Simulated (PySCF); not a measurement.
All values below come from PySCF with PBE-D3(BJ)/def2-TZVP // B3LYP-D3(BJ)/def2-TZVP. All species are isolated molecules in the gas phase. 

Reference species (SMILES): `C#N` (neutral, multiplicity 1).

```yaml
HOMO: -9.04 eV
LUMO: -0.86 eV
S1 oscillator strength: 0.000
dipole_moment: 2.93 D
```

After one change: the HOMO rises by 0.25 eV; the LUMO drops by 2.43 eV; the S1 oscillator strength hardly moves; the dipole moment decreases by 2.35 D.

Q: Which change was made? The new species is one of these.
(A) `N#CC=O`
(B) `CC#N`
(C) `CNC#N`
(D) `[C-]#[N+]C#N`

A: D, `[C-]#[N+]C#N`
